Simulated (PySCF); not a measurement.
**Working with the constants of SiS⁺**

UHF-CCSD(T) constants of SiS⁺, ²Π (doublet), unpaired electrons π ↑ (Si pcseg-1, S pcseg-1; no relativity (PySCF 2.14); masses 27.9769 and 31.9721 u):

```
ωe              : 584.7 cm⁻¹
ωexe            : 2.54 cm⁻¹
Be              : 0.25913 cm⁻¹
αe              : 0.00151 cm⁻¹
D (centrifugal) : 2.04e-07 cm⁻¹
De to Si⁺ + S   : 3.35 eV
```

**Question.** Give the vibrational terms G(v) and spacings up to v = 6.

**Answer.** G(v) = ωe(v+½) − ωexe(v+½)².

```csv
v,G(v) (cm⁻¹),G(v) − G(v−1),Bv (cm⁻¹)
0,291.7,,0.2584
1,871.3,579.6,0.2569
2,1445.9,574.5,0.2554
3,2015.3,569.5,0.2538
4,2579.7,564.4,0.2523
5,3139.0,559.3,0.2508
6,3693.2,554.2,0.2493
```

**Question.** How well does the Morse estimate ωe²/(4ωexe) reproduce De, and what is D0?

**Answer.** It gives 4.17 eV, 125 % of the computed De. D0 = De − G(0) = 3.35 − 0.04 = 3.31 eV.

Correlated steps freeze 10 core orbitals. Correlated levels converge slowly with the basis: in double zeta they bind strong bonds too weakly, by up to about 1 eV, and carry superposition errors of some tenths. For an ion De counts to the pair picked by the measured ionisation energies or electron affinities, which need not be the lowest pair at this level. The state was picked by a PBE0 search and need not be the measured ground state.
